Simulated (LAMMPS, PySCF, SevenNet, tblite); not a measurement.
**Rock-salt CaO, bulk modulus B0**

Reference value: 120 GPa (measured, low temperature, extrapolated to 0 K; as tabulated in Chen et al. (2018), doi:10.1103/physrevmaterials.2.073803).

Q: What do ionic model cherry1995, ionic model pedone2006, GFN1-xTB, SevenNet-l3i5, PBE, Hartree–Fock, MP2 give, and how far is each from the reference?

A: 
| level (code) | value (GPa) | cell (Å³/atom) | difference (%) |
|---|---|---|---|
| ionic model cherry1995 (shell model, LAMMPS) | 167 | 12.19 | +39 |
| ionic model pedone2006 (rigid ions, LAMMPS) | 120 | 13.61 | 0.0 |
| GFN1-xTB (tblite) | 130 | 11.99 | +8.3 |
| SevenNet-l3i5 | 104 | 14.19 | -13.3 |
| PBE (PySCF) | 103 ± 3 | 14.35 | -14.2 |
| Hartree–Fock (PySCF) | 115 ± 3 | 14.44 | -4.2 |
| MP2 (PySCF) | 111 ± 3 | 14.01 | -7.5 |

Once the reference is moved by up to 5.3 % (a margin picked here for doubts on the reference and the settings, and for temperature and zero-point motion) and values within 1.7 % count as equal, the nearest can be ionic model pedone2006 (0.0 %), Hartree–Fock (-4.2 %), MP2 (-7.5 %) or GFN1-xTB (+8.3 %). Farthest off among them: ionic model cherry1995 (+39 %).

The reference isn't brought to a static lattice, while the calculations are for one, so the differences are not the levels' errors alone.  A ± on a computed value is a rough bar: the spread of its extrapolation, a floor set from checks against published values, or a statistical error. GFN1-xTB: the method was fitted mainly to molecules. GFN1-xTB: the run uses a supercell at the zone centre in place of a k mesh. Each level is taken at its own relaxed cell.

Empirical potentials (ionic model cherry1995, ionic model pedone2006) are fitted to chosen data: where that held the value shown, agreement is built in, and what lay outside the fit can be far off. Machine-learned potentials (SevenNet-l3i5) are trained on DFT data: a solid inside that data is no test of them.

Differences are worked out from the printed values.
